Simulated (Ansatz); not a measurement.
in.yaml

```yaml
crystal:
  periodic: [false, false, false]
  atoms:
    - {symbol: B, position_ang: [0.000000, 0.079752, 0.863775]}
    - {symbol: N, position_ang: [0.000000, -0.117617, -0.587927]}
    - {symbol: H, position_ang: [0.000000, 0.779045, -1.094669]}
basis:
  gaussian: {orbitals: "6-31G*"}
total_charge: 1
magnetization: {spin_polarized: false, initial_magnetization: 2}
correlation: {method: sc_nevpt2, electrons: all, active_space: {window: {electrons: 18, orbitals: 14}}}
```

```sh
$ ansatz run in.yaml --threads 1 --pin off --events-out ev --progress --plain --max-ram 2393MiB
```

Problem. One thing in this input was set wrong on purpose, beside settings that are merely unusual. What is the gravest fault, and what does the program do?

Solution. Impossible active window. How the run ends: stopped by an error.
```
311 factors; integrals over basis functions are off by at most 7.6e-4 eV
mean field evaluation 1: about -2153.2659 eV, gradient 3.5e1 eV
mean field evaluation 2: about -2153.2658 eV, gradient 3.5e1 eV
mean field evaluation 4: about -2156.8108 eV, gradient 5.1e0 eV
mean field evaluation 8: about -2157.0468 eV, gradient 1.1e-1 eV
mean field evaluation 16: about -2156.4750 eV, gradient 7.5e0 eV
mean field evaluation 32: about -2155.3830 eV, gradient 2.9e0 eV
mean field -2157.04691765 eV, -79.2700121249 hartree, gradient 3.0e-6 eV, S^2 2.000000; 6 other end points of the search recorded, 0 dependent functions left out
reference -2157.04691765 eV, -79.2700121249 hartree; 7, 5 occupied and 25, 27 virtual orbitals, 311 factors
Error: 18 electrons in 14 orbitals form no window around the highest filled level of the reference
```
